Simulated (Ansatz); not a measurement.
This geometry of BClH2 + H4Si (9 atoms, charge 0, multiplicity 1) is a first-order saddle point.

Computed with Ansatz 0.2.0, RKS BLYP-D4/cc-pVDZ.

```xyz
9
Properties=species:S:1:pos:R:3
B -0.217 -0.406 0.144
Cl 0.285 0.856 2.096
H 0.609 0.060 -0.600
H -1.394 -0.163 0.059
Si 0.183 -2.382 0.690
H -0.179 -3.017 -0.632
H 1.619 -2.696 1.009
H -0.697 -2.955 1.768
H 0.286 -0.505 1.638
```

Which two structures does it join? (They come from a converged band through this point; their orientation in space is the band's.)

Bonds broken: B1–Cl2, Si5–H9. Bonds formed: B1–Si5, Cl2–H9. BClH2 + H4Si becomes BH5Si + ClH.

First end point:

```xyz
9
Properties=species:S:1:pos:R:3
B -0.091 0.544 0.136
Cl 0.501 1.643 1.393
H 0.728 -0.046 -0.525
H -1.281 0.488 -0.052
Si 0.133 -2.776 1.041
H -0.340 -3.078 -0.352
H 1.633 -2.729 1.078
H -0.375 -3.820 1.994
H -0.413 -1.434 1.460
```

Last end point:

```xyz
9
Properties=species:S:1:pos:R:3
B -0.087 -0.482 -0.142
Cl 0.282 0.652 2.051
H 0.793 0.144 -0.692
H -1.226 -0.085 -0.258
Si 0.224 -2.390 0.479
H -0.281 -3.371 -0.554
H 1.663 -2.736 0.772
H -0.552 -2.669 1.755
H -0.321 -0.272 2.761
```

How far does it lie above each of them?

30.4 kcal/mol above the first and 5.8 kcal/mol above the second. This is the barrier of this one path; another mechanism may lie lower. The orbitals stay closed-shell, which can raise the energy where a bond breaks towards radicals; this wasn't checked here.

Time of the run: 6.6 min on 1 thread of Arm Neoverse V2, on a shared host, peak memory 0.13 GiB.
